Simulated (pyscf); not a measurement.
# Routes from `[NH]=[SiH][Cl]` + `[ClH]`

Candidate steps break at most two bonds and form at most two. Each was searched with GFN2-xTB (tblite) first. Single points on ωB97X-D3(BJ)/def2-SVP structures (PySCF, gas phase). MP2 and CC: frozen core, UHF for open shells. ΔMP2 is the change of the MP2 total energy from the triple- to the quadruple-zeta basis. Energies: CCSD(T)/def2-TZVPP + ΔMP2(QZVPP), kJ/mol, from the separated reactants, singlet surface; ΔG‡ with ideal gas, 1 atm, RRHO with modes under 100 cm⁻¹ raised to 100, one conformer, R ln 2 for chiral ones without a mode under 150 cm⁻¹.

```
products                                                     type    ΔE‡      ΔE  ΔG‡ 298 K  ΔG‡ 900 K  ν‡ (cm⁻¹)
---------------  ------------------------------------------------  -----  ------  ---------  ---------  ---------
H₂N–SiH(Cl)–Cl   addition across a multiple bond or ene-type step    7.1  -321.0       44.9      128.9       433i
HN=SiH–Cl + HCl                              four-centre exchange  285.9     0.0      315.6      389.3      2475i
```

Row 1: On the reactant side the descent ends in a complex, 30.9 kJ/mol under the separated species and 21.2 kJ/mol under the saddle at ωB97X-D3(BJ)/def2-TZVP. 

Plain bond fissions and candidates not yet searched are not listed, and one of them may be faster. Each barrier is that of the saddle found; lower ones may exist. The CCSD(T) − MP2 part came from Ansatz, without density fitting, on the same reference.
